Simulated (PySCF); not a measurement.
Structure with atom numbers: `[CH3:1][C:2]#[C:3][C@@H:4]([CH3:5])[F:6]` (H(Xn): hydrogen on atom n).

Geometry: PBE0-D3(BJ)/def2-SVP; GIAO shifts from PySCF 2.14, gas phase, non-relativistic, averaged over equivalent atoms.

At PBE0/6-31G (68 basis functions, 4.7 s wall time on 1 thread of an Arm Neoverse V2, shared host):
```tsv
atoms	δ (ppm)
C2	82.9
C3	76.3
C4	75.7
C5	24.3
C1	6.1
F6	-204.6
H(C4)	5.28
H(C1)	1.88
H(C5)	1.56
```

Shifts are taken against calculated references (same method and geometry level): ¹³C (σref 199.54), ¹H (σref 32.61) vs TMS; ¹⁹F (σref 177.36) vs CFCl3.

Task: Estimate the result of repeating the calculation with BHandHLYP/pcSseg-1.

Result: 
| atoms | δ at BHandHLYP/pcSseg-1 | change |
| --- | --- | --- |
| C2 | 90.1 | +7.2 |
| C3 | 82.5 | +6.2 |
| C4 | 76.8 | +1.1 |
| C5 | 25.1 | +0.8 |
| C1 | 3.8 | -2.3 |
| F6 | -179.0 | +25.6 |
| H(C4) | 4.90 | -0.38 |
| H(C1) | 1.93 | +0.05 |
| H(C5) | 1.46 | -0.10 |

Shifts are taken against calculated references (same method and geometry level): ¹³C (σ = 183.98 ppm) and ¹H (σ = 31.44 ppm) vs TMS; ¹⁹F (σ = 204.31 ppm) against CFCl3.

The largest change is at F6 (fluorine on an sp3 carbon). Cost: 137 basis functions, 8.9 s wall time on 1 thread of an Arm Neoverse V2, shared host. The order of the carbon signals is the same at both levels.

Unscaled 19F shifts against computed CFCl3 carry errors that often reach 10 to 50 ppm.
